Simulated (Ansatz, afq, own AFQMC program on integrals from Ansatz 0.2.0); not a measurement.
**GeNH₂, quartet: a scan with AFQMC**

```yaml
atoms:
  - { symbol: Ge, position_ang: [-0.0346, 0.0000, 0.2958] }
  - { symbol: N, position_ang: [0.0724, 0.0000, -1.6458] }
  - { symbol: H, position_ang: [0.7424, -1.2582, 0.7751] }
  - { symbol: H, position_ang: [0.7424, 1.2582, 0.7751] }
```

The Ge1–N2 distance is changed with both sides rigid. Energies in kJ/mol count from this geometry (1.945 Å) at the same level; the start stands on UHF, each point on the determinant named.

Basis cc-pVDZ. Only valence electrons are correlated. Integrals, coupled cluster, full CI and functionals: Ansatz 0.2.0; the random walks run on the same integrals in our own AFQMC program. The CISD trial takes its coefficients from CCSD amplitudes. Released means that phaseless walkers are propagated on without the constraint, phases kept. Error bars are statistical, one sigma. No spin–orbit coupling.

Cautions, each for one point or more: an unrestricted solution with more broken spin lies lower, while this determinant keeps restricted orbitals; higher spins were not checked; inner d shell frozen; lower spins were not checked; no relativity below Rb; no spin-orbit coupling; the ph-AFQMC/CISD walk drifts between its halves; unrestricted determinant spin contaminated; walk and cluster series may follow different spin states.

```json
{"r(Ge1–N2) / Å": "1.734", "det.": "UHF", "T1": "0.023", "weight": "0.90", "⟨S²⟩": "3.77", "CCSD(T)": "59.4", "ph-AFQMC/CISD": "57.0 ± 1.2", "released AFQMC": "58.0 ± 1.9", "CCSDT(Q)": "–", "B3LYP": "53.2", "PBE0": "49.2"}
{"r(Ge1–N2) / Å": "2.159", "det.": "UHF", "T1": "0.028", "weight": "0.88", "⟨S²⟩": "3.87", "CCSD(T)": "9.3", "ph-AFQMC/CISD": "10.6 ± 1.3", "released AFQMC": "–", "CCSDT(Q)": "8.3", "B3LYP": "12.0", "PBE0": "17.2"}
{"r(Ge1–N2) / Å": "2.709", "det.": "UHF¶", "T1": "0.036", "weight": "0.87", "⟨S²⟩": "4.15", "CCSD(T)": "76.0", "ph-AFQMC/CISD": "76.5 ± 1.4", "released AFQMC": "75.1 ± 2.1*", "CCSDT(Q)": "74.0", "B3LYP": "92.6§", "PBE0": "105.4§"}
{"r(Ge1–N2) / Å": "5.299", "det.": "UHF", "T1": "0.010", "weight": "0.89", "⟨S²⟩": "3.75", "CCSD(T)": "86.1", "ph-AFQMC/CISD": "88.1 ± 1.3", "released AFQMC": "87.2 ± 1.6", "CCSDT(Q)": "88.0", "B3LYP": "139.8", "PBE0": "152.0"}
```

Weight is that of the determinant in the CISD state; at the start T1 is 0.019 and the weight 0.90, and ⟨S²⟩ is 3.78. ¶ marks points with a poor determinant and no full CI, where no value is sure; they don't count among the departures. An asterisk marks released energies that aren't shown to be converged. A dash marks a missing value, a released energy that hasn't settled or a functional that sits on another state. § marks a functional whose ⟨S²⟩ is too high by over 0.1. Largest departures from CCSDT(Q), at the points where its series has closed: CCSD(T) -1.9 kJ/mol at 5.299 (on UHF), ph-AFQMC/CISD 2.3 kJ/mol at 2.159 (on UHF) (within the noise), B3LYP 51.8 kJ/mol at 5.299, PBE0 64.0 kJ/mol at 5.299. Functionals count only at points shown to share the start's state and spin. In this small basis the wave-function levels are far from their limit, so their gap to the functionals isn't the functionals' error.

Some points may be missing: those where a free walk finds a much lower state, and past Zn most of those on another determinant than at the start.

A walk keeps the symmetry of its determinant, which the program's search chose and which needn't be the lowest solution, so a lower state of the same spin and another symmetry isn't excluded.
